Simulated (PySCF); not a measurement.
**Basis-set dependence of AlF at CCSD**

PySCF, RHF reference; singlet, unpaired electrons none; De to Al + F without counterpoise correction. Frozen cores follow the default of each basis and core potential.

| basis | relativity | functions | Re (Å) | ωe (cm⁻¹) | De (eV) | frozen orbitals |
| --- | --- | --- | --- | --- | --- | --- |
| STO-3G | no relativity | 14 | 1.625 | 958 | n/a | 6 |
| 3-21G | no relativity | 22 | 1.678 | 853 | 5.63 | 6 |
| pcseg-1 | no relativity | 32 | 1.693 | 791 | 6.48 | 6 |
| def2-SVPD | no relativity | 47 | 1.703 | 769 | 6.65 | 6 |
| def2-TZVPP | no relativity | 73 | 1.661 | 805 | 6.70 | 6 |
| def2-TZVPPD | no relativity | 88 | 1.664 | 795 | 6.72 | 6 |

Q: How does each smaller set differ from the one with most functions, def2-TZVPPD?

A: STO-3G: -3.9 pm, +20.5 % in ωe; 3-21G: +1.4 pm, +7.3 % in ωe, -1.09 eV in De; pcseg-1: +2.9 pm, -0.5 % in ωe, -0.24 eV in De; def2-SVPD: +3.9 pm, -3.3 % in ωe, -0.07 eV in De; def2-TZVPP: -0.3 pm, +1.3 % in ωe, -0.02 eV in De. All at CCSD; the set with most functions is neither the basis-set limit nor always the best.

Correlated steps freeze 6 core orbitals. Correlated levels converge slowly with the basis: in double zeta they bind strong bonds too weakly, by up to about 1 eV, and carry superposition errors of some tenths. Where the molecule has an RHF reference, its open-shell atoms are computed with UHF. The CCSD T1 diagnostic is raised in AlF, a sign that a single reference may not be enough there. 3-21G and STO-3G are very small, so such numbers show the basis as much as the molecule.
